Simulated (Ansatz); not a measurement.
# C4H7S (charge -1), SMILES C=C([S-])CC: a ranking of conformers

Computed with the Ansatz DFT code, driven from Python.

`run_conformers.py`
```python
import ansatz as az
from rdkit import Chem
from rdkit.Chem import AllChem

rd = Chem.AddHs(Chem.MolFromSmiles("C=C([S-])CC"))
ids = list(AllChem.EmbedMultipleConfs(rd, numConfs=20, randomSeed=416, pruneRmsThresh=0.4))
field = [energy for _, energy in AllChem.MMFFOptimizeMoleculeConfs(rd)]
distinct = {round(e, 2): i for i, e in zip(ids, field)}
chosen = sorted(distinct.items())[:4]
found = []
for force_field, index in chosen:
    molecule = az.Crystal.molecule()
    for atom, xyz in zip(rd.GetAtoms(), rd.GetConformer(index).GetPositions()):
        molecule = molecule.atom(atom.GetSymbol(), xyz.round(5).tolist())
    base = molecule.calculation().basis(gaussian="6-31G*").correlation("MP2").charge(-1)
    found.append(base.run(threads=1, backend="cpu").report["free_energy_ev"])
print("conformer   MMFF (kcal/mol)   this level (eV)")
for (force_field, index), e in zip(chosen, found):
    print(f"{index:9d} {force_field - chosen[0][0]:17.2f} {(e - min(found)):17.3f}")
```

```console
$ python run_conformers.py
conformer   MMFF (kcal/mol)   this level (eV)
        1              0.00             0.000
        2              0.74             0.045
```

Reading the output:
- The conformers keep their force-field geometries.
- Anions want diffuse functions, which this basis lacks.
- It ran for 3.5 s on 1 thread of Arm Neoverse V1 (shared host), peak memory 0.28 GiB.
